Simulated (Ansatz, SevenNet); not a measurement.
Elastic constant C11 (GPa) of solids drawn from the class of elemental solids other than molecular ones, at two levels: the machine-learned potential SevenNet-l3i5 (trained on PBE and PBE+U data), and PBE in Ansatz (PAW).

```
solid   SevenNet-l3i5   PBE  shift (%)
------  -------------  ----  ---------
hcp Y            55.5  77.0        +39
hcp Be            226   321        +42
bcc Ba           18.9  11.9        -37
hcp Ru            408   567        +39
hcp Os            546   731        +34
hcp Tl           27.3  29.2       +7.0
```

The shifts run from -37 % to +42 %, with a median of +36 %.

Over all 6 rows PBE is the larger in 5.

Ansatz's runs of these crystals have no spin polarisation.

Spin–orbit coupling is left out, also for the solids with elements from indium on (bcc Ba, hcp Os, hcp Tl); its size isn't shown.

Each level is taken at its own relaxed cell. Ansatz's density-functional and Hartree–Fock values are scalar-relativistic unless marked +SOC, with PAW data made under PBE.

Ansatz is a program for electronic structure.
